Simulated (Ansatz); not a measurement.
Species: NH4, charge 1, singlet. NH4+ (SMILES [NH4+]).
B3LYP-D3(BJ)/def2-TZVP minimum from Ansatz (a quantum-chemistry and plane-wave program):
```
N
H 1 1.0250
H 1 1.0250 2 109.47
H 1 1.0250 2 109.47 3 120.00
H 1 1.0250 2 109.47 4 120.00
```
Charge +1, spin multiplicity 1.

Total energies in cc-pVQZ, 8 correlated electrons, 1 frozen orbitals. Radicals and triplets start from unrestricted determinants; spin-orbit coupling is neglected. Correlated methods leave the cores frozen. No relativity.

```json
[
 {"method": "HF", "program": "Ansatz", "energy (Eh)": "-56.56782", "minus CCSDT(Q) (mEh)": "264.92"},
 {"method": "MP2", "program": "Ansatz", "energy (Eh)": "-56.81217", "minus CCSDT(Q) (mEh)": "20.57"},
 {"method": "CCSD", "program": "Ansatz", "energy (Eh)": "-56.82497", "minus CCSDT(Q) (mEh)": "7.76"},
 {"method": "CCSD(T)", "program": "Ansatz", "energy (Eh)": "-56.83233", "minus CCSDT(Q) (mEh)": "0.40"},
 {"method": "CCSDT(Q)", "program": "Ansatz", "energy (Eh)": "-56.83273", "minus CCSDT(Q) (mEh)": "0.00"}
]
```

Rough core times of Ansatz's runs on a shared machine: CCSD(T) under 20 s, CCSDT(Q) 10 min.
